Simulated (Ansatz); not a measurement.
# AlHS: the cost of one run

Computed with Ansatz 0.2.0, Gaussian basis. Level: def2-QZVPP, core rule «outside noble gas», up to 10 orbitals frozen.

Plan: UHF; ROHF; CCSD(T) on UHF.

2 further runs of the same task are left out: 2 set aside as unsound or not needed.

**1. The system**

The geometry is a PBE0/def2-TZVP stationary point (not a proven minimum) of the parent state, kept for this charge and spin.

3 atoms, charge 0, spin multiplicity 3.

Atoms are counted from 1 here; the program's logs count them from 0.

Bond lengths: Al1–S2 1.999 Å, Al1–H3 1.569 Å. Angles: S2–Al1–H3 180.0°.

**2. UHF**

in.yaml

```yaml
crystal:
  periodic: [false, false, false]
  atoms:
    - {symbol: Al, position_ang: [0.000000, 0.000000, 0.143100]}
    - {symbol: S, position_ang: [0.000000, 0.000000, -1.855700]}
    - {symbol: H, position_ang: [0.000000, 0.000000, 1.712600]}
basis:
  gaussian: {orbitals: "def2-QZVPP.json"}
magnetization: {spin_polarized: true, initial_magnetization: 2}
hamiltonian: {xc: hf}
output: {orbitals: {seedname: orbitals}}
```

Launch:

```console
$ ansatz run in.yaml --threads 1 --pin off --events-out ev --progress --plain --max-ram 2393MiB
```

What time and memory should one allow on 1 thread of Arm Neoverse V1, shared host?

About 35 s, with a peak of 0.41 GiB.
